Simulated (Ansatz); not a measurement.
in.yaml

```yaml
crystal:
  periodic: [false, false, false]
  atoms:
    - {symbol: P, position_ang: [0.000649, 0.010727, 1.563908]}
    - {symbol: Ga, position_ang: [-0.000184, -0.005416, -0.653147]}
    - {symbol: H, position_ang: [0.047780, -1.316659, -1.453861]}
    - {symbol: H, position_ang: [-0.054997, 1.361633, -1.424059]}
basis:
  gaussian: {orbitals: def2-SVP}
magnetization: {spin_polarized: false}
correlation: {method: ccsd, electrons: outside_noble_gas, diis_vectors: 12}
output: {forces: true}
```

```sh
$ ansatz run in.yaml --threads 1 --pin off --events-out ev --progress --plain --max-ram 2393MiB
```

The program prints:

```
584 factors; integrals over basis functions are off by at most 1.2e-3 eV
mean field evaluation 1: about -61625.1112 eV, gradient 9.9e0 eV
mean field evaluation 2: about -61625.1204 eV, gradient 9.9e0 eV
mean field evaluation 4: about -61625.7489 eV, gradient 2.2e0 eV
mean field evaluation 8: about -61625.7667 eV, gradient 1.6e-3 eV
mean field evaluation 16: about -61625.7653 eV, gradient 3.6e-1 eV
mean field evaluation 32: about -61625.7659 eV, gradient 8.3e-2 eV
mean field evaluation 64: about -61624.8261 eV, gradient 4.9e-4 eV
mean field -61625.76666941 eV, -2264.7051536559 hartree, gradient 3.0e-6 eV, S^2 0.000000; 5 other end points of the search recorded, 0 dependent functions left out; unrestricted orbitals would lower it
determinant -61625.76666941 eV, -2264.7051536559 hartree, with singles and doubles -61631.02457295 eV, -2264.8983780471 hartree
determinant -61624.82614892 eV, -2264.6705901655 hartree, with singles and doubles -61630.03883012 eV, -2264.8621526661 hartree
19 core orbitals not correlated: weight in the atoms' cores, before any rotation towards them, 0.997 or more for the frozen orbitals, at most 0.002 for the correlated occupied ones
reference -61625.76666941 eV, -2264.7051536559 hartree; 5, 5 occupied and 36, 36 virtual orbitals, 584 factors
second order -4.17029516 eV of doubles, -0.00000000 eV of singles
cycle   1  -5.25939717 eV  change   -1.5e-3 eV  update   3.4e-3
cycle   2  -5.25995696 eV  change   -5.6e-4 eV  update   2.8e-3
cycle   3  -5.26081944 eV  change   -8.6e-4 eV  update   2.0e-3
cycle   4  -5.26168480 eV  change   -8.7e-4 eV  update   8.9e-4
cycle   5  -5.26275383 eV  change   -1.1e-3 eV  update   2.9e-4
cycle   6  -5.26324088 eV  change   -4.9e-4 eV  update   1.2e-4
cycle   7  -5.26313066 eV  change    1.1e-4 eV  update   6.2e-5
cycle   8  -5.26307821 eV  change    5.2e-5 eV  update   2.3e-5
cycle   9  -5.26307402 eV  change    4.2e-6 eV  update   9.9e-6
cycle  10  -5.26307625 eV  change   -2.2e-6 eV  update   3.1e-6
cycle  11  -5.26307686 eV  change   -6.0e-7 eV  update   1.1e-6
cycle  12  -5.26307609 eV  change    7.7e-7 eV  update   5.5e-7
cycle  13  -5.26307595 eV  change    1.4e-7 eV  update   3.1e-7
the calculation of the forces begins
Total energy: -61631.02974536 eV, -2264.8985681295 hartree
Atom 0 at     0.000649     0.010727     1.563908 Å, force     0.001404     0.004394     0.481731 eV/Å
Atom 1 at    -0.000184    -0.005416    -0.653147 Å, force    -0.020143     0.412639    -0.206735 eV/Å
Atom 2 at     0.047780    -1.316659    -1.453861 Å, force     0.025832    -0.646142    -0.268325 eV/Å
Atom 3 at    -0.054997     1.361633    -1.424059 Å, force    -0.007093     0.229109    -0.006671 eV/Å
Dipole moment:     0.001506    -0.020253     0.023455 e Å
```

Forces (eV/Å):
```
P    0.001  0.004  0.482
Ga  -0.020  0.413 -0.207
H    0.026 -0.646 -0.268
H   -0.007  0.229 -0.007
```

Ran on 1 thread of Arm Neoverse V2, shared host: 2.8 s wall, 0.2 GiB peak host memory.
